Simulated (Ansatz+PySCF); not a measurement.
singlet C₂H₄ in separate pieces: levels of theory in one basis

```yaml
atoms:
  - { symbol: C, position_ang: [0.0000, 0.0000, -0.6653] }
  - { symbol: C, position_ang: [0.0000, 0.0000, 3.3266] }
  - { symbol: H, position_ang: [0.0000, -0.9311, -1.2403] }
  - { symbol: H, position_ang: [0.0000, 0.9311, -1.2403] }
  - { symbol: H, position_ang: [0.0000, -0.9311, 3.9016] }
  - { symbol: H, position_ang: [0.0000, 0.9311, 3.9016] }
```

Basis set: cc-pVDZ (spherical functions). Correlated methods keep 2 orbitals frozen. Charge 0, multiplicity 1.

Computed with Ansatz (development build ahead of 0.2.0); each method stands on the lowest determinant of its kind that the runs found. NEVPT2 correlates all electrons. Active spaces start from the frontier orbitals, and the lowest solution found is given.

```json
{"method": "RHF", "E − E(RHF) (eV)": "0.00", "<S²> of the determinant": "0.00"}
{"method": "UHF", "E − E(RHF) (eV)": "-2.70", "<S²> of the determinant": "2.02"}
{"method": "RHF-MP2", "E − E(RHF) (eV)": "-5.95", "<S²> of the determinant": "–"}
{"method": "UHF-MP2", "E − E(RHF) (eV)": "-7.77", "<S²> of the determinant": "2.02"}
{"method": "RHF-CCSD", "E − E(RHF) (eV)": "-7.49", "<S²> of the determinant": "–"}
{"method": "UHF-CCSD", "E − E(RHF) (eV)": "-8.86", "<S²> of the determinant": "2.02"}
{"method": "RHF-CCSD(T)", "E − E(RHF) (eV)": "-7.66", "<S²> of the determinant": "–"}
{"method": "UHF-CCSD(T)", "E − E(RHF) (eV)": "-8.96", "<S²> of the determinant": "2.02"}
{"method": "RHF-CCSDT(Q)", "E − E(RHF) (eV)": "-7.72", "<S²> of the determinant": "–"}
{"method": "UHF-CCSDT(Q)", "E − E(RHF) (eV)": "-8.99", "<S²> of the determinant": "2.02"}
{"method": "CASSCF(4,4)", "E − E(RHF) (eV)": "-2.47", "<S²> of the determinant": "–"}
{"method": "CASSCF(2,2)", "E − E(RHF) (eV)": "-0.58", "<S²> of the determinant": "–"}
{"method": "SC-NEVPT2(2,2)", "E − E(RHF) (eV)": "-6.21", "<S²> of the determinant": "–"}
```

Q: What does SC-NEVPT2(4,4) give on the same scale?

A: -7.83 eV. NEVPT2 here correlates all electrons, so it doesn't share the others' frozen core.

Q: Is a single determinant a sound starting point here?

A: It is doubtful. Unrestricted orbitals lower Hartree–Fock by 2.70 eV and <S²> is 2.02 where a pure state has 0.00, a sign of strong static correlation. The CASSCF(4,4) natural occupations are 1.08, 1.01, 0.99, 0.92. The CASSCF(2,2) natural occupations are 1.90, 0.10.

Caution for RHF, RHF-MP2, RHF-CCSD, RHF-CCSD(T), RHF-CCSDT(Q): an unrestricted determinant lies well below. Caution for UHF, UHF-MP2, UHF-CCSD, UHF-CCSD(T), UHF-CCSDT(Q): the unrestricted determinant is a mixture of spin states; the determinant breaks the point group. Caution for RHF-MP2, UHF-MP2, RHF-CCSD, UHF-CCSD, RHF-CCSD(T), UHF-CCSD(T), RHF-CCSDT(Q), UHF-CCSDT(Q): bonds are stretched, where a single reference can fail. Caution for CASSCF(2,2): other starts end on other solutions of this active space.
